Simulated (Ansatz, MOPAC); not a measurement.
Process, species as SMILES: O=COCC + 5 [H][H] (H2) -> 3 C (CH4) + 2 O (H2O)

Wanted: energy of full hydrogenation (enthalpy at 298 K), in kcal/mol. Set-up: frozen cores in correlated levels; dispersion terms only where a functional's name holds one; no spin-orbit coupling; non-relativistic. Basis-set limits of correlation are two-point, X^-3; Hartree-Fock from the larger set. [CCSD(T)-MP2]/basis is that difference in the basis named. First-principles rows: single points at B3LYP-D3(BJ) geometries (Ansatz, an electronic-structure program), with unscaled harmonic terms from B3LYP/6-31G* (Ansatz) at its own minima. Semi-empirical rows: MOPAC heats of formation at their own minima for 298 K.

| species | coefficient | E at B3LYP/STO-3G (Ansatz), Eh | E at wB97X-V/def2-TZVPD (Ansatz), Eh | H(298 K) - E, kcal/mol | heat of formation at AM1 (MOPAC), kcal/mol |
|---|---|---|---|---|---|
| CCOC=O | -1 | -264.84306 | -268.40817 | 61.32 | -96.97 |
| [H][H] (H2) | -5 | -1.16533 | -1.17238 | 8.44 | -5.18 |
| C (CH4) | +3 | -40.03875 | -40.51531 | 30.76 | -8.79 |
| O (H2O) | +2 | -75.31342 | -76.43464 | 15.65 | -59.25 |

Coupled cluster (Ansatz) is a level with limits of its own, used here on species with T1 under 0.025 (0.045 for open shells) and stable references: RI-MP2/CBS(aug-cc-pVTZ,aug-cc-pVQZ)+[CCSD(T)-MP2]/aug-cc-pVTZ. Value to compare with, RI-MP2/CBS(aug-cc-pVTZ,aug-cc-pVQZ)+[CCSD(T)-MP2]/aug-cc-pVTZ (Ansatz): -75.6 kcal/mol. 1 Eh = 627.5095 kcal/mol.

**Question.** Compute it at each level from the table, and compare with RI-MP2/CBS(aug-cc-pVTZ,aug-cc-pVQZ)+[CCSD(T)-MP2]/aug-cc-pVTZ (Ansatz).

**Answer.** 
- B3LYP/STO-3G: the sum of coefficient times E is -0.07338 Eh, or -46.05 kcal/mol; the thermal terms add 20.06. Result: -26.0 kcal/mol. Its difference against RI-MP2/CBS(aug-cc-pVTZ,aug-cc-pVQZ)+[CCSD(T)-MP2]/aug-cc-pVTZ (Ansatz) is 49.6 kcal/mol.
- wB97X-V/def2-TZVPD: the sum of coefficient times E is -0.14514 Eh, or -91.08 kcal/mol; the thermal terms add 20.06. Result: -71.0 kcal/mol. Its difference against RI-MP2/CBS(aug-cc-pVTZ,aug-cc-pVQZ)+[CCSD(T)-MP2]/aug-cc-pVTZ (Ansatz) is 4.6 kcal/mol.
- AM1: the sum of coefficient times heat of formation is -22.00 kcal/mol; it needs no thermal term. Its difference against RI-MP2/CBS(aug-cc-pVTZ,aug-cc-pVQZ)+[CCSD(T)-MP2]/aug-cc-pVTZ (Ansatz) is 53.6 kcal/mol.
